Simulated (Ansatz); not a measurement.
Worked example: SiAsH3 (H-bridged), triplet against SiAsH₃ (H-bridged), singlet

Geometry (PBE0/def2-TZVP stationary point of a singlet), kept for both states (SiAsH3 (H-bridged), singlet: A'; SiAsH3 (H-bridged), triplet: A''):

```xyz
5

Si   -0.0418    0.0000    1.5269
As   -0.0034    0.0000   -0.6438
H     1.2924    0.0000    0.4670
H     0.0615    1.1927    2.4197
H     0.0615   -1.1927    2.4197
```

Basis cc-pVDZ; Ansatz 0.2.0. Correlated methods freeze the noble-gas cores and the filled d shells of p-block atoms. Prefix R: restricted or restricted open-shell reference; prefix U: unrestricted. No spin–orbit coupling is included, and no scalar relativity.

Full CI isn't at hand for all of this; UCCSDT(Q) serves as the reference, and is uncertain by about the last step of the cluster series.

```
    level  E(SiAsH3 (H-bridged), singlet) (hartree)  E(SiAsH3 (H-bridged), triplet) (hartree)
      UHF                              -2524.772446                              -2524.739075
     UMP2                              -2524.974618                              -2524.927080
 UCCSD(T)                              -2525.018903                              -2524.974077
      PBE                              -2526.574029                              -2526.535638
   r2SCAN                              -2527.024185                              -2526.989096
UCCSDT(Q)                              -2525.020552                              -2524.975876
```

Q: Give the vertical gap, SiAsH3 (H-bridged) triplet less SiAsH3 (H-bridged) singlet, at each level in eV (1 hartree = 27.2114 eV), and each error against UCCSDT(Q).

A: UCCSDT(Q): (-2524.975876 − (-2525.020552)) × 27.2114 = 1.216 eV (the reference)
r2SCAN: (-2526.989096 − (-2527.024185)) × 27.2114 = 0.955 eV, error -0.261 eV
PBE: (-2526.535638 − (-2526.574029)) × 27.2114 = 1.045 eV, error -0.171 eV
UCCSD(T): (-2524.974077 − (-2525.018903)) × 27.2114 = 1.220 eV, error 0.004 eV
UMP2: (-2524.927080 − (-2524.974618)) × 27.2114 = 1.294 eV, error 0.078 eV
UHF: (-2524.739075 − (-2524.772446)) × 27.2114 = 0.908 eV, error -0.308 eV

Total energies of functionals can't be set beside those of wave-function methods, since they hold the core's correlation and their own absolute errors; only the differences compare.

In so small a basis the reference is far from its limit while semilocal and hybrid functionals are nearer theirs, so the functionals' errors here hold much of the reference's basis and frozen-core error, which can add to them or hide them.

Each level lands on the state that its own search finds. T1 diagnostics of restricted CCSD: 0.015 and 0.028.
